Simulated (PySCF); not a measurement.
CH₃S, charge +2, doublet, at a GFN2-xTB geometry of the parent state (a state made from the parent by changing its charge; the spin is typed, not shown lowest); PySCF with MP2/STO-3G.

The PySCF input:
```python
from pyscf import gto, scf, mp

mol = gto.Mole()
mol.atom = '''
    C    -1.104298   -0.033029   -0.002672
    S     0.687163    0.020553    0.001663
    H    -1.436201   -0.647450   -0.835764
    H    -1.446032   -0.462069    0.935869
    H    -1.486597    0.978850   -0.110675
'''
mol.basis = 'sto-3g'
mol.charge = 2
mol.spin = 1
mol.verbose = 4
mol.build()

mf = scf.UHF(mol)
mf.kernel()

pt = mp.MP2(mf)
pt.kernel()
print('E(MP2) = %.10f' % pt.e_tot)
mf.analyze()
```

Predict the main parts of the log of this PySCF run.


```
PySCF version 2.14.0

[INPUT] verbose = 4
[INPUT] num. atoms = 5
[INPUT] num. electrons = 23
[INPUT] charge = 2
[INPUT] spin (= nelec alpha-beta = 2S) = 1
[INPUT] symmetry False subgroup None
[INPUT] Mole.unit = angstrom
[INPUT] Symbol           X                Y                Z      unit          X                Y                Z       unit  Magmom
[INPUT]  1 C     -1.104298000000  -0.033029000000  -0.002672000000 AA   -2.086820779905  -0.062415764168  -0.005049348205 Bohr   0.0
[INPUT]  2 S      0.687163000000   0.020553000000   0.001663000000 AA    1.298549872935   0.038839541038   0.003142614545 Bohr   0.0
[INPUT]  3 H     -1.436201000000  -0.647450000000  -0.835764000000 AA   -2.714026549826  -1.223503179350  -1.579365064771 Bohr   0.0
[INPUT]  4 H     -1.446032000000  -0.462069000000   0.935869000000 AA   -2.732604447357  -0.873183860652   1.768536098471 Bohr   0.0
[INPUT]  5 H     -1.486597000000   0.978850000000  -0.110675000000 AA   -2.809261187600   1.849758417031  -0.209145438836 Bohr   0.0

nuclear repulsion = 48.6782616817799
number of shells = 11
number of NR pGTOs = 51
number of NR cGTOs = 17
basis = sto-3g
ecp = {}

******** <class 'pyscf.scf.uhf.UHF'> ********
method = UHF
initial guess = minao
damping factor = 0
level_shift factor = 0
DIIS = <class 'pyscf.scf.diis.CDIIS'>
diis_start_cycle = 1
diis_space = 8
diis_damp = 0
SCF conv_tol = 1e-09
SCF conv_tol_grad = None
SCF max_cycles = 50
direct_scf = True
direct_scf_tol = 1e-13
number electrons alpha = 12  beta = 11
Set gradient conv threshold to 3.16228e-05
init E= -431.951255847463

cycle= 1 E= -431.35269909306  delta_E= 0.599  |g|= 0.204  |ddm|= 2.05
cycle= 2 E= -431.391692844738  delta_E= -0.039  |g|= 0.0502  |ddm|= 0.347
cycle= 3 E= -431.395606853689  delta_E= -0.00391  |g|= 0.0222  |ddm|= 0.11
cycle= 4 E= -431.396854703348  delta_E= -0.00125  |g|= 0.0109  |ddm|= 0.065
cycle= 5 E= -431.397157399473  delta_E= -0.000303  |g|= 0.00279  |ddm|= 0.0433
cycle= 6 E= -431.39718368838  delta_E= -2.63e-05  |g|= 0.00133  |ddm|= 0.0108
cycle= 7 E= -431.397193523426  delta_E= -9.84e-06  |g|= 0.000765  |ddm|= 0.00704
cycle= 8 E= -431.397198219144  delta_E= -4.7e-06  |g|= 0.000226  |ddm|= 0.0074
cycle= 9 E= -431.397198566028  delta_E= -3.47e-07  |g|= 9.19e-05  |ddm|= 0.00193
cycle= 10 E= -431.397198611386  delta_E= -4.54e-08  |g|= 6.58e-05  |ddm|= 0.000547
cycle= 11 E= -431.397198636072  delta_E= -2.47e-08  |g|= 6.49e-05  |ddm|= 0.000312
cycle= 12 E= -431.39719863723  delta_E= -1.16e-09  |g|= 6.5e-05  |ddm|= 1.43e-05
cycle= 13 E= -431.397198563844  delta_E= 7.34e-08  |g|= 5.93e-05  |ddm|= 0.000957
cycle= 14 E= -431.397198328507  delta_E= 2.35e-07  |g|= 3.15e-05  |ddm|= 0.00456
cycle= 15 E= -431.397198278206  delta_E= 5.03e-08  |g|= 1.21e-05  |ddm|= 0.0028
cycle= 16 E= -431.397198277033  delta_E= 1.17e-09  |g|= 6.66e-06  |ddm|= 0.000491
cycle= 17 E= -431.397198277282  delta_E= -2.49e-10  |g|= 4.87e-06  |ddm|= 0.000102
Extra cycle  E= -431.397198277383  delta_E= -1.01e-10  |g|= 4.62e-06  |ddm|= 1.79e-05
converged SCF energy = -431.397198277383  <S^2> = 0.76013501  2S+1 = 2.0101095

******** <class 'pyscf.mp.ump2.UMP2'> ********
nocc = (np.int64(12), np.int64(11)), nmo = (17, 17)
E(UMP2) = -431.479733811739  E_corr = -0.0825355343559662
E(SCS-UMP2) = -431.485621322502  E_corr = -0.0884230451186504
E_corr(same-spin) = -0.0122533801252028
E_corr(oppo-spin) = -0.0702821542307635
E(MP2) = -431.4797338117
**** SCF Summaries ****
Total Energy =                        -431.397198277383154
Nuclear Repulsion Energy =              48.678261681779858
One-electron Energy =                 -675.980397063047576
Two-electron Energy =                  195.904937103884578
Two-electron Coulomb Energy =          226.433996121264215
DFT Exchange-Correlation Energy =      -30.529059017379637
**** MO energy ****
                             alpha | beta                alpha | beta
MO #1   energy= -91.8474573450946  | -91.8379030408584  occ= 1 | 1
MO #2   energy= -11.6762412459538  | -11.6780412918061  occ= 1 | 1
MO #3   energy= -9.68907340448632  | -9.67543155353572  occ= 1 | 1
MO #4   energy= -7.33410508531247  | -7.30993170493899  occ= 1 | 1
MO #5   energy= -7.31732901649954  | -7.30574633879568  occ= 1 | 1
MO #6   energy= -7.3133115771412   | -7.28518714094109  occ= 1 | 1
MO #7   energy= -1.69165171156005  | -1.62500115411945  occ= 1 | 1
MO #8   energy= -1.41883345718882  | -1.36995846207871  occ= 1 | 1
MO #9   energy= -1.1874244321375   | -1.12224620773658  occ= 1 | 1
MO #10  energy= -1.11377489522349  | -1.11020979911461  occ= 1 | 1
MO #11  energy= -1.11330362439697  | -1.09009191552569  occ= 1 | 1
MO #12  energy= -1.058268889587    | -0.634103834290854 occ= 1 | 0
MO #13  energy= -0.677871041930204 | -0.573901200945398 occ= 0 | 0
MO #14  energy= -0.236371791256537 | -0.224682895130268 occ= 0 | 0
MO #15  energy= 0.13545766842422   | 0.130383532055315  occ= 0 | 0
MO #16  energy= 0.136195175972822  | 0.140985530949547  occ= 0 | 0
MO #17  energy= 0.189696946513539  | 0.190337829892052  occ= 0 | 0

To work with the spin densities directly, `use mulliken_meta_spin()` only printing them here.

 ** Mulliken spin pop alpha/beta on meta-lowdin orthogonal AOs **
 ** Mulliken Spin Density (per AO)  **
spin_pop of  0 C 1s        0.00000
spin_pop of  0 C 2s       -0.00656
spin_pop of  0 C 2px      -0.04665
spin_pop of  0 C 2py      -0.01498
spin_pop of  0 C 2pz      -0.00613
spin_pop of  1 S 1s        0.00000
spin_pop of  1 S 2s       -0.00000
spin_pop of  1 S 3s        0.01216
spin_pop of  1 S 2px       0.00000
spin_pop of  1 S 2py       0.00005
spin_pop of  1 S 2pz       0.00009
spin_pop of  1 S 3px       0.03765
spin_pop of  1 S 3py       0.38736
spin_pop of  1 S 3pz       0.60879
spin_pop of  2 H 1s        0.03764
spin_pop of  3 H 1s       -0.00599
spin_pop of  4 H 1s       -0.00343
 ** Mulliken Spin Density (per atom)  **
spin density of  0 C =     -0.07432
spin density of  1 S =      1.04610
spin density of  2 H =      0.03764
spin density of  3 H =     -0.00599
spin density of  4 H =     -0.00343
 ** Mulliken pop alpha/beta on meta-lowdin orthogonal AOs **
 ** Mulliken pop       alpha | beta **
pop of  0 C 1s        0.99990 | 0.99989
pop of  0 C 2s        0.55128 | 0.55784
pop of  0 C 2px       0.32921 | 0.37586
pop of  0 C 2py       0.56333 | 0.57832
pop of  0 C 2pz       0.57681 | 0.58294
pop of  1 S 1s        1.00000 | 1.00000
pop of  1 S 2s        0.99994 | 0.99994
pop of  1 S 3s        0.95763 | 0.94547
pop of  1 S 2px       0.99981 | 0.99981
pop of  1 S 2py       0.99988 | 0.99983
pop of  1 S 2pz       0.99993 | 0.99984
pop of  1 S 3px       0.71374 | 0.67608
pop of  1 S 3py       0.44934 | 0.06198
pop of  1 S 3pz       0.66547 | 0.05669
pop of  2 H 1s        0.42141 | 0.38377
pop of  3 H 1s        0.38500 | 0.39099
pop of  4 H 1s        0.38731 | 0.39074
In total            12.00000 | 11.00000
 ** Mulliken atomic charges   ( Nelec_alpha | Nelec_beta ) **
charge of  0C =     -0.11539  (     3.02053      3.09485 )
charge of  1S =      1.47462  (     7.78574      6.73964 )
charge of  2H =      0.19481  (     0.42141      0.38377 )
charge of  3H =      0.22401  (     0.38500      0.39099 )
charge of  4H =      0.22194  (     0.38731      0.39074 )

WARN: System has nonzero charge 2; the dipole moment is origin-dependent.
Location of origin: [0. 0. 0.]

Dipole moment(X, Y, Z, Debye): -0.00439,  0.07436,  0.11636
```
